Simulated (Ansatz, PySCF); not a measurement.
Dimer: CH4O (SMILES CO) (first 6 atoms) with H2O (SMILES O); geometry from S66by8 set.
(charge 0, multiplicity 1):
```xyz
9

O     -1.022     0.445    -0.003
H     -0.058     0.412    -0.003
C     -1.484    -0.891     0.005
H     -2.570    -0.859     0.004
H     -1.162    -1.450    -0.877
H     -1.163    -1.439     0.894
O      2.125     0.341    -0.001
H      2.564     0.729    -0.761
H      2.562     0.743     0.752
```

Monomers are frozen at their geometry in the pair; levels with a basis set take the counterpoise correction. Rows marked so take none.

Rows in 6-31G* carry no dispersion term and start afresh at each structure (6-31G* with six Cartesian d functions).

Codes used: Ansatz (a program for electronic structure) with Gaussian orbitals; PySCF for 6-31G* rows, the dispersion terms. Values without a source in brackets are computed.

### Question
Give the interaction energy at the level wB97M-V/def2-TZVPPD.

### Answer
-198 meV

### Question
Give the interaction energy at the level BP86/6-31G* (no counterpoise).

### Answer
-259 meV

### Question
Give the interaction energy at the level PBE0-D4/def2-TZVPPD.

### Answer
-206 meV
